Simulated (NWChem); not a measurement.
Everything below was run with NWChem. System: B, charge 0, spin multiplicity 2. Its SCF solution wasn't tested for a lower state. Level: UMP2/def2-TZVP, 1 core orbitals frozen.

Job file:

```
start mol
memory heap 200 mb stack 900 mb global 1100 mb
geometry units angstroms nocenter noautoz
  B      0.000000     0.000000     0.000000
  symmetry group D2h
end
basis spherical
  * library def2-tzvp
end
scf
  uhf
  nopen 1
  maxiter 100
  thresh 1e-7
  semidirect memsize 60000000 filesize 0
  # guess.movecs holds the orbitals of an unrestricted PBE0 run
  vectors input guess.movecs output mol.movecs
end
mp2
  freeze core 1
end
task mp2 energy
```

Part of the output:

```
             Northwest Computational Chemistry Package (NWChem) 7.3.0
             --------------------------------------------------------

                                NWChem Input Module
                                -------------------

 Scaling coordinates for geometry "geometry" by  1.889725989
 (inverse scale =  0.529177249)

                             Geometry "geometry" -> ""
                             -------------------------

 Output coordinates in angstroms (scale by  1.889725989 to convert to a.u.)

  No.       Tag          Charge          X              Y              Z
 ---- ---------------- ---------- -------------- -------------- --------------
    1 B                    5.0000     0.00000000     0.00000000     0.00000000

 Effective nuclear repulsion energy (a.u.)       0.0000000000

            Nuclear Dipole moment (a.u.)
            ----------------------------
        X                 Y               Z
 ---------------- ---------------- ----------------
     0.0000000000     0.0000000000     0.0000000000

      Symmetry information
      --------------------

 Group name             D2h
 Group number             26
 Group order               8
 No. of unique centers     1

      Symmetry unique atoms

     1


 Summary of "ao basis" -> "" (spherical)
 ------------------------------------------------------------------------------
       Tag                 Description            Shells   Functions and Types
 ---------------- ------------------------------  ------  ---------------------
 *                         def2-tzvp                  on all atoms

 Summary of "ao basis" -> "ao basis" (spherical)
 ------------------------------------------------------------------------------
       Tag                 Description            Shells   Functions and Types
 ---------------- ------------------------------  ------  ---------------------
 B                         def2-tzvp                11       31   5s3p2d1f

                                 NWChem SCF Module
                                 -----------------

  ao basis        = "ao basis"
  functions       =    31
  atoms           =     1
  alpha electrons =     3
  beta  electrons =     2
  charge          =   0.00
  wavefunction    = UHF
  use symmetry    = T
  symmetry adapt  = T

 Summary of "ao basis" -> "ao basis" (spherical)
 ------------------------------------------------------------------------------
       Tag                 Description            Shells   Functions and Types
 ---------------- ------------------------------  ------  ---------------------
 B                         def2-tzvp                11       31   5s3p2d1f

      Symmetry analysis of basis
      --------------------------

        ag          9
        au          1
        b1g         2
        b1u         5
        b2g         2
        b2u         5
        b3g         2
        b3u         5

 Forming initial guess at       0.0s

   Symmetry analysis of molecular orbitals - initial alpha
   -------------------------------------------------------

  Numbering of irreducible representations:

     1 ag          2 au          3 b1g         4 b1u         5 b2g
     6 b2u         7 b3g         8 b3u

  Orbital symmetries:

     1 ag          2 ag          3 b2u         4 b3u         5 b1u
     6 ag          7 b2u         8 b3u         9 b1u        10 b1g
    11 b3g        12 ag         13 ag

   Symmetry analysis of molecular orbitals - initial beta
   ------------------------------------------------------

  Numbering of irreducible representations:

     1 ag          2 au          3 b1g         4 b1u         5 b2g
     6 b2u         7 b3g         8 b3u

  Orbital symmetries:

     1 ag          2 ag          3 b1u         4 b3u         5 b2u
     6 ag          7 b3u         8 b1u         9 b2u        10 ag
    11 b2g        12 b1g        13 b3g

 Starting SCF solution at       0.0s

 ----------------------------------------------
         Quadratically convergent UHF

 Convergence threshold     :          1.000E-07
 Maximum no. of iterations :          100
 Integral*density screening:          1.000E-09
 ----------------------------------------------

              iter       energy          gnorm     gmax       time
             ----- ------------------- --------- --------- --------
                 1      -24.5305595816  1.69D-01  8.59D-02      0.0
                 2      -24.5322360186  1.54D-02  1.10D-02      0.1
                 3      -24.5323327568  1.72D-04  1.06D-04      0.1
                 4      -24.5323327659  7.21D-09  3.17D-09      0.1

       Final UHF  results
       ------------------

         Total SCF energy =    -24.532332765864
      One electron energy =    -32.368493743429
      Two electron energy =      7.836160977565
 Nuclear repulsion energy =      0.000000000000

                       Sz =      0.5000
                 Sz(Sz+1) =      0.7500
                      S^2 =      0.7607

        Time for solution =      0.0s

       Symmetry analysis of molecular orbitals - alpha
       -----------------------------------------------

  Numbering of irreducible representations:

     1 ag          2 au          3 b1g         4 b1u         5 b2g
     6 b2u         7 b3g         8 b3u

  Orbital symmetries:

     1 ag          2 ag          3 b2u         4 b3u         5 b1u
     6 ag          7 b2u         8 b3u         9 b1u        10 ag
    11 b1g        12 b3g        13 ag

       Symmetry analysis of molecular orbitals - beta
       ----------------------------------------------

  Numbering of irreducible representations:
[...]
              MO Center=  9.0D-35, -6.4D-34,  2.5D-34, r^2= 1.3D+00
   Bfn.  Coefficient  Atom+Function         Bfn.  Coefficient  Atom+Function
  ----- ------------  ---------------      ----- ------------  ---------------
     4      0.541736  1 B  s                  3      0.437364  1 B  s
     2     -0.232926  1 B  s

 Vector    3  Occ=1.000000D+00  E=-3.186121D-01  Symmetry=b2u
              MO Center=  1.1D-33,  2.7D-34, -2.4D-33, r^2= 1.7D+00
   Bfn.  Coefficient  Atom+Function         Bfn.  Coefficient  Atom+Function
  ----- ------------  ---------------      ----- ------------  ---------------
    10      0.479875  1 B  py                 7      0.452932  1 B  py
    13      0.244951  1 B  py

 Vector    4  Occ=0.000000D+00  E= 4.185810D-02  Symmetry=b3u
              MO Center= -4.2D-36,  2.2D-50, -1.3D-48, r^2= 3.5D+00
   Bfn.  Coefficient  Atom+Function         Bfn.  Coefficient  Atom+Function
  ----- ------------  ---------------      ----- ------------  ---------------
    12      0.687063  1 B  px                 6      0.284784  1 B  px
     9      0.217515  1 B  px

 Vector    5  Occ=0.000000D+00  E= 4.185810D-02  Symmetry=b1u
              MO Center=  1.6D-19, -7.0D-20, -7.1D-20, r^2= 3.5D+00
   Bfn.  Coefficient  Atom+Function         Bfn.  Coefficient  Atom+Function
  ----- ------------  ---------------      ----- ------------  ---------------
    14      0.687063  1 B  pz                 8      0.284784  1 B  pz
    11      0.217515  1 B  pz

 Vector    6  Occ=0.000000D+00  E= 1.561423D-01  Symmetry=ag
              MO Center=  1.0D-20,  2.9D-19,  1.2D-20, r^2= 6.6D+00
   Bfn.  Coefficient  Atom+Function         Bfn.  Coefficient  Atom+Function
  ----- ------------  ---------------      ----- ------------  ---------------
     5     -2.186094  1 B  s                  4      2.022999  1 B  s
     3     -0.154183  1 B  s

                     UHF Final Beta Molecular Orbital Analysis
                     -----------------------------------------

 Vector    2  Occ=1.000000D+00  E=-4.458987D-01  Symmetry=ag
              MO Center= -1.2D-18,  7.8D-18, -3.2D-18, r^2= 1.4D+00
   Bfn.  Coefficient  Atom+Function         Bfn.  Coefficient  Atom+Function
  ----- ------------  ---------------      ----- ------------  ---------------
     4      0.518644  1 B  s                  3      0.408203  1 B  s
     2     -0.223515  1 B  s                  5      0.195367  1 B  s

 Vector    3  Occ=0.000000D+00  E= 5.152590D-02  Symmetry=b1u
              MO Center= -2.0D-18,  2.5D-30,  2.0D-16, r^2= 3.7D+00
   Bfn.  Coefficient  Atom+Function         Bfn.  Coefficient  Atom+Function
  ----- ------------  ---------------      ----- ------------  ---------------
    14      0.729498  1 B  pz                 8      0.270324  1 B  pz
    11      0.182853  1 B  pz

 Vector    4  Occ=0.000000D+00  E= 5.152590D-02  Symmetry=b3u
              MO Center=  2.8D-20,  4.6D-36,  1.8D-37, r^2= 3.7D+00
   Bfn.  Coefficient  Atom+Function         Bfn.  Coefficient  Atom+Function
  ----- ------------  ---------------      ----- ------------  ---------------
    12      0.729498  1 B  px                 6      0.270324  1 B  px
     9      0.182853  1 B  px

 Vector    5  Occ=0.000000D+00  E= 8.922931D-02  Symmetry=b2u
              MO Center=  7.5D-35,  4.1D-19,  8.2D-35, r^2= 4.3D+00
   Bfn.  Coefficient  Atom+Function         Bfn.  Coefficient  Atom+Function
  ----- ------------  ---------------      ----- ------------  ---------------
    13      0.849705  1 B  py                 7      0.240620  1 B  py

 center of mass
 --------------
 x =   0.00000000 y =   0.00000000 z =   0.00000000

 moments of inertia (a.u.)
 ------------------
           0.000000000000           0.000000000000           0.000000000000
           0.000000000000           0.000000000000           0.000000000000
           0.000000000000           0.000000000000           0.000000000000

  Mulliken analysis of the total density
  --------------------------------------

    Atom       Charge   Shell Charges
 -----------   ------   -------------------------------------------------------
    1 B    5     5.00   0.92  1.05  0.72  1.02  0.28  0.37  0.45  0.17  0.00  0.00  0.00

  Mulliken analysis of the alpha density
  --------------------------------------

    Atom       Charge   Shell Charges
 -----------   ------   -------------------------------------------------------
    1 B    5     3.00   0.46  0.53  0.37  0.52  0.12  0.37  0.45  0.17  0.00  0.00  0.00

   Mulliken analysis of the beta density
   -------------------------------------

    Atom       Charge   Shell Charges
 -----------   ------   -------------------------------------------------------
    1 B    5     2.00   0.46  0.53  0.34  0.50  0.17  0.00 -0.00  0.00  0.00  0.00  0.00

   Mulliken analysis of the spin density
   -------------------------------------

    Atom       Charge   Shell Charges
 -----------   ------   -------------------------------------------------------
    1 B    5     1.00   0.00 -0.00  0.03  0.02 -0.05  0.37  0.45  0.17  0.00  0.00  0.00

       Multipole analysis of the density wrt the origin
       ------------------------------------------------

     L   x y z        total         alpha         beta         nuclear
     -   - - -        -----         -----         ----         -------
     0   0 0 0     -0.000000     -3.000000     -2.000000      5.000000

     1   1 0 0      0.000000     -0.000000      0.000000      0.000000
     1   0 1 0     -0.000000      0.000000     -0.000000      0.000000
     1   0 0 1      0.000000      0.000000      0.000000      0.000000

     2   2 0 0     -4.434118     -2.681586     -1.752532      0.000000
     2   1 1 0     -0.000000     -0.000000     -0.000000      0.000000
     2   1 0 1     -0.000000      0.000000     -0.000000      0.000000
     2   0 2 0     -6.887523     -5.347376     -1.540148      0.000000
     2   0 1 1     -0.000000     -0.000000     -0.000000      0.000000
     2   0 0 2     -4.434118     -2.681586     -1.752532      0.000000

                   NWChem MP2 Semi-direct Energy/Gradient Module
                   ---------------------------------------------

  Basis functions       =     31
  Molecular orbitals    =     31
  Frozen core           =      1
  Frozen virtuals       =      0
  Active alpha occupied =      2
  Active beta occupied  =      1
  Active alpha virtual  =     28
  Active beta virtual   =     29
  Use MO symmetry       = T
  Use skeleton AO sym   = T

  AO/Fock/Back tols     =   1.0D-09  1.0D-09  1.0D-09

 GA uses MA = F    GA memory limited = T

 Available:
  local mem=  1.26D+08
 global mem=  1.44D+08
 local disk=  0.00D+00
  mp2_memr nvloc                    28
  nvloc new                    28
   1 passes of   2:        3145728                       4759                     96132.
   1 passes of   2: M    126154738           G      144177278           F     123009010.

 Semi-direct pass number   1 of   1  for UHF alpha       at        0.1s
  vrange nnbf                   496
  mp2_eaftype                    10  avail_ma_in_mb                  1099
 EAF : mp2_eaftype filesize          10      48066.
  mp2_eaf for mointskh                     10
Node 0 wrote      0.2 Mb in      0.0 s     Agg I/O rate:  1922.6 Mb/s
 Done moints_semi at        0.1s
  mp2_eaftype                    10  avail_ma_in_mb                  1089
 EAF : mp2_eaftype filesize          10      48066.
  mp2_eaf for kh                    10
 Done maket at        0.2s
 Done multipass loop at        0.2s

 GA uses MA = F    GA memory limited = T

 Available:
  local mem=  1.26D+08
 global mem=  1.44D+08
 local disk=  0.00D+00
  mp2_memr nvloc                    29
  nvloc new                    29
   1 passes of   1:        3145728                       3409                     50599.
   1 passes of   1: M    126154738           G      144177278           F     123009010.

 Semi-direct pass number   1 of   1  for UHF beta        at        0.2s
  vrange nnbf                   496
  mp2_eaftype                    10  avail_ma_in_mb                  1099
 EAF : mp2_eaftype filesize          10      25299.
  mp2_eaf for mointskh                     10
Node 0 wrote      0.1 Mb in      0.0 s     Agg I/O rate:  1691.3 Mb/s
 Done moints_semi at        0.2s
  mp2_eaftype                    10  avail_ma_in_mb                  1089
 EAF : mp2_eaftype filesize          10      25299.
  mp2_eaf for kh                    10
 Done maket at        0.2s
 Done multipass loop at        0.2s

          -------------------------------------------
          SCF energy                 -24.532332765864
          Correlation energy          -0.043502706467
          Singlet pairs                0.000000000000
          Triplet pairs                0.000000000000
          Total MP2 energy           -24.575835472331
          -------------------------------------------

          ---------------------------------------------------
                    Spin Component Scaled (SCS) MP2
          Same spin pairs                     -0.003127490272
          Same spin scaling factor             0.333333333333
          Opposite spin pairs                 -0.040375216195
          Opposite spin scaling fact.          1.200000000000
          SCS-MP2 correlation energy          -0.049492756192
          Total SCS-MP2 energy               -24.581825522056
          ---------------------------------------------------

 -----------------------
 Performance information
 -----------------------

 Timer overhead =  9.68D-08 seconds/call

               Nr. of calls         CPU time (s)                 Wall time (s)                GFlops
             ---------------    -------------------     ------------------------------   -------------------
Name         Min   Avg   Max    Min     Avg     Max     Min     Avg     Max   Mx/calls   Min     Max     Sum
mp2: moin     2     2     2   9.36E-2 9.36E-2 9.36E-2  9.36E-2 9.36E-2 9.36E-2 4.68E-2   0.0     0.0     0.0
mp2: make     2     2     2   9.92E-4 9.92E-4 9.92E-4  9.92E-4 9.92E-4 9.92E-4 4.96E-4   0.0     0.0     0.0
mp2: tota     1     1     1   0.13    0.13    0.13     0.13    0.13    0.13    0.13      0.0     0.0     0.0

 The average no. of pstat calls per process was 5.00D+00
 with a timing overhead of 4.84D-07s

 Task  times  cpu:        0.2s     wall:        0.2s

 Total times  cpu:        0.2s     wall:        0.2s
```
